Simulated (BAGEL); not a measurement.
# doublet C2H4N2O+, run twice

Aim: a single-point energy of doublet C2H4N2O+ at ROHF/6-31G* (density fitting with qzvpp-jkfit, spherical functions).

The calculation is run with BAGEL 1.2.2.

20 further runs of the same task are left out: 1 that didn't finish, 19 set aside as unsound or not needed.

## Step 1: Starting point

C2H4N2O+: 9 atoms, total charge +1, spin state doublet. As SMILES of the parent species, `N=C=C(N)O`. The shape is that of a PBE0-D4/def2-TZVP optimisation. This is one conformer, not always the lowest. That shape belongs to the parent species and isn't relaxed for this state.

Bond lengths: N1–C2 1.234 Å, C2–C3 1.313 Å, C3–N4 1.397 Å, C3–O5 1.372 Å, N1–H6 1.025 Å, N4–H7 1.008 Å, N4–H8 1.013 Å, O5–H9 0.961 Å. Angles: N1–C2–C3 172.4°, C2–C3–N4 124.3°, C2–C3–O5 123.2°, N4–C3–O5 112.2°, C2–N1–H6 113.3°, C3–N4–H7 113.0°, C3–N4–H8 112.7°, C3–O5–H9 108.7°, H7–N4–H8 110.7°.

## Step 2: The input as first written

File hf.json:

```json
{ "bagel" : [

{
  "title" : "molecule",
  "basis" : "6-31gs.json",
  "df_basis" : "qzvpp-jkfit",
  "angstrom" : true,
  "geometry" : [
    { "atom" : "N", "xyz" : [       0.060400,       2.088800,      -0.524300 ] },
    { "atom" : "C", "xyz" : [      -0.039400,       0.921100,      -0.136400 ] },
    { "atom" : "C", "xyz" : [       0.028900,      -0.321900,       0.282000 ] },
    { "atom" : "N", "xyz" : [      -0.110400,      -1.439500,      -0.544700 ] },
    { "atom" : "O", "xyz" : [       0.120600,      -0.665300,       1.607600 ] },
    { "atom" : "H", "xyz" : [      -0.844800,       2.534800,      -0.702400 ] },
    { "atom" : "H", "xyz" : [      -0.457900,      -1.209500,      -1.462700 ] },
    { "atom" : "H", "xyz" : [       0.740400,      -1.985900,      -0.610800 ] },
    { "atom" : "H", "xyz" : [       0.590700,       0.031200,       2.074800 ] }
  ]
},

{
  "title" : "uhf",
  "charge" : 1,
  "nopen" : 1
},

{
  "title" : "print",
  "file" : "orbitals.molden",
  "orbitals" : true
}

]}
```

The basis set 6-31G* is read from a file made from the Basis Set Exchange's data (not shown).

Launch:

```console
$ BAGEL_NUM_THREADS=1 BAGEL hf.json > hf.out
```

Log:

```text
* using 1 threads per process

  ===============================================================
  ===============================================================

  *** Geometry ***

  { "atom" : "N", "xyz" : [      0.114139,      3.947260,     -0.990783 ] },
  { "atom" : "C", "xyz" : [     -0.074455,      1.740627,     -0.257759 ] },
  { "atom" : "C", "xyz" : [      0.054613,     -0.608303,      0.532903 ] },
  { "atom" : "N", "xyz" : [     -0.208626,     -2.720261,     -1.029334 ] },
  { "atom" : "O", "xyz" : [      0.227901,     -1.257235,      3.037924 ] },
  { "atom" : "H", "xyz" : [     -1.596441,      4.790078,     -1.327344 ] },
  { "atom" : "H", "xyz" : [     -0.865306,     -2.285624,     -2.764102 ] },
  { "atom" : "H", "xyz" : [      1.399153,     -3.752807,     -1.154245 ] },
  { "atom" : "H", "xyz" : [      1.116261,      0.058959,      3.920804 ] },

  Number of auxiliary basis functions:      453

  Since a DF basis is specified, we compute 2- and 3-index integrals:
    o Being stored without compression. Storage requirement is 0.022 GB

  Number of basis functions:       78
  Number of electrons      :       38

    * METHOD: MOLECULE                             0.25

  *** Open-shell HF ***

  === Nuclear Repulsion ===
   160.9999080328

      * DIIS with orbital gradients will be used.

  === UHF iteration (6-31gs.json) ===
      0       -261.19195472          0.05085350           0.09
      1       -261.31315273          0.04118601           0.08
      2       -261.36013170          0.03388382           0.08
      3       -261.46079696          0.00220864           0.07
      4       -261.46160174          0.00114778           0.07
      5       -261.46190280          0.00037782           0.07
      6       -261.46198961          0.00018736           0.06
      7       -261.46201715          0.00011503           0.07
      8       -261.46203152          0.00006429           0.07
      9       -261.46204170          0.00004717           0.06
     10       -261.46205194          0.00003001           0.09
     11       -261.46205924          0.00001446           0.07
     12       -261.46206401          0.00000959           0.07
     13       -261.46206918          0.00000612           0.07
     14       -261.46207276          0.00000553           0.07
     15       -261.46207587          0.00000563           0.07
     16       -261.46207467          0.00000573           0.07
     17       -261.46207680          0.00000593           0.07
     18       -261.46207514          0.00000588           0.10
     19       -261.46204394          0.00000616           0.09
     20       -261.46204464          0.00000538           0.08
     21       -261.46205047          0.00000526           0.07
     22       -261.46204039          0.00000533           0.07
     23       -261.46205573          0.00000524           0.08
     24       -261.46206222          0.00000517           0.07
     25       -261.46205691          0.00000521           0.07
     26       -261.46207871          0.00000849           0.07
[... 60 lines of this table left out ...]
     87       -261.46197445          0.00001364           0.08
     88       -261.46197589          0.00001730           0.07
     89       -261.46200521          0.00002397           0.08
     90       -261.46195063          0.00000522           0.08
     91       -261.46192671          0.00001708           0.07
     92       -261.46199144          0.00002689           0.07
     93       -261.46196143          0.00002199           0.08
     94       -261.46186355          0.00007235           0.08
     95       -261.46192300          0.00002108           0.07
     96       -261.46193464          0.00002074           0.08
     97       -261.46192805          0.00001378           0.07
     98       -261.46200030          0.00002377           0.07
     99       -261.46205258          0.00002830           0.07
    * Max iteration reached in SCF.

    * S^2 (UHF) is 0.7623

    * Permanent dipole moment:
           (   -0.023157,    -0.692153,     0.685392) a.u.

    * METHOD: UHF                                  7.41

    * METHOD: PRINT                                0.01

  ===============================================================
```

Wall time 8.1 s (1 thread of Intel Xeon 6975P-C (Granite Rapids), shared host); peak memory 0.1 GiB.

## Step 3: What went wrong

The iterations ended before the threshold was met.

Among its listed settings the sound run differs in this, and the input shows the rest: reference ROHF in place of UHF. The next try takes another reference, ROHF in place of UHF: a different method, not a cure for the first.

## Step 4: The mended input

File job.json:

```json
{ "bagel" : [

{
  "title" : "molecule",
  "basis" : "6-31gs.json",
  "df_basis" : "qzvpp-jkfit",
  "angstrom" : "true",
  "geometry" : [
    { "atom" : "N", "xyz" : [       0.060400,       2.088800,      -0.524300 ] },
    { "atom" : "C", "xyz" : [      -0.039400,       0.921100,      -0.136400 ] },
    { "atom" : "C", "xyz" : [       0.028900,      -0.321900,       0.282000 ] },
    { "atom" : "N", "xyz" : [      -0.110400,      -1.439500,      -0.544700 ] },
    { "atom" : "O", "xyz" : [       0.120600,      -0.665300,       1.607600 ] },
    { "atom" : "H", "xyz" : [      -0.844800,       2.534800,      -0.702400 ] },
    { "atom" : "H", "xyz" : [      -0.457900,      -1.209500,      -1.462700 ] },
    { "atom" : "H", "xyz" : [       0.740400,      -1.985900,      -0.610800 ] },
    { "atom" : "H", "xyz" : [       0.590700,       0.031200,       2.074800 ] }
  ]
},

{
  "title" : "rohf",
  "charge" : 1,
  "nopen" : 1
},

{
  "title" : "print",
  "file" : "orbitals.molden",
  "orbitals" : "true"
}

]}
```

The basis set 6-31G* is read from a file made from the Basis Set Exchange's data (not shown).

Launch:

```console
$ BAGEL_NUM_THREADS=1 BAGEL job.json > job.out
```

Log:

```text
* using 1 threads per process

  ===============================================================
  ===============================================================

  *** Geometry ***

  { "atom" : "N", "xyz" : [      0.114139,      3.947260,     -0.990783 ] },
  { "atom" : "C", "xyz" : [     -0.074455,      1.740627,     -0.257759 ] },
  { "atom" : "C", "xyz" : [      0.054613,     -0.608303,      0.532903 ] },
  { "atom" : "N", "xyz" : [     -0.208626,     -2.720261,     -1.029334 ] },
  { "atom" : "O", "xyz" : [      0.227901,     -1.257235,      3.037924 ] },
  { "atom" : "H", "xyz" : [     -1.596441,      4.790078,     -1.327344 ] },
  { "atom" : "H", "xyz" : [     -0.865306,     -2.285624,     -2.764102 ] },
  { "atom" : "H", "xyz" : [      1.399153,     -3.752807,     -1.154245 ] },
  { "atom" : "H", "xyz" : [      1.116261,      0.058959,      3.920804 ] },

  Number of auxiliary basis functions:      453

  Since a DF basis is specified, we compute 2- and 3-index integrals:
    o Being stored without compression. Storage requirement is 0.022 GB

  Number of basis functions:       78
  Number of electrons      :       38

    * METHOD: MOLECULE                             0.14

  *** Open-shell HF ***

  === Nuclear Repulsion ===
   160.9999080328

      * DIIS with orbital gradients will be used.

  === ROHF iteration (6-31gs.json) ===
      0       -261.19195472          0.05085350           0.07
      1       -261.30732744          0.04150255           0.07
      2       -261.35159809          0.03463243           0.08
      3       -261.45685796          0.00233637           0.07
      4       -261.45759956          0.00133576           0.09
      5       -261.45800194          0.00052519           0.07
      6       -261.45819069          0.00028770           0.07
      7       -261.45825537          0.00014946           0.07
      8       -261.45827438          0.00005312           0.06
      9       -261.45828084          0.00002447           0.08
     10       -261.45828235          0.00001542           0.06
     11       -261.45828266          0.00000627           0.06
     12       -261.45828300          0.00000324           0.06
     13       -261.45828300          0.00000173           0.06
     14       -261.45828301          0.00000072           0.08
     15       -261.45828299          0.00000045           0.09
     16       -261.45828299          0.00000020           0.09
     17       -261.45828299          0.00000012           0.10
     18       -261.45828299          0.00000007           0.08
     19       -261.45828299          0.00000004           0.09
     20       -261.45828299          0.00000002           0.11
     21       -261.45828299          0.00000001           0.13
     22       -261.45828299          0.00000001           0.09
    * SCF iteration converged.

    * S^2 (ROHF) is 0.7500

    * Permanent dipole moment:
           (   -0.016253,    -0.688151,     0.673716) a.u.

    * METHOD: ROHF                                 1.94

    * METHOD: PRINT                                0.01

  ===============================================================
```

Run time: 2.4 s. Hardware: 1 thread of Intel Xeon 6975P-C (Granite Rapids), shared host; peak memory 0.098 GiB.

## Step 5: What came out

At ROHF/6-31G* (density fitting with qzvpp-jkfit, spherical functions):

| quantity | value |
| --- | --- |
| total energy | -261.45828 Eh |
| ⟨S²⟩ | 0.750 |
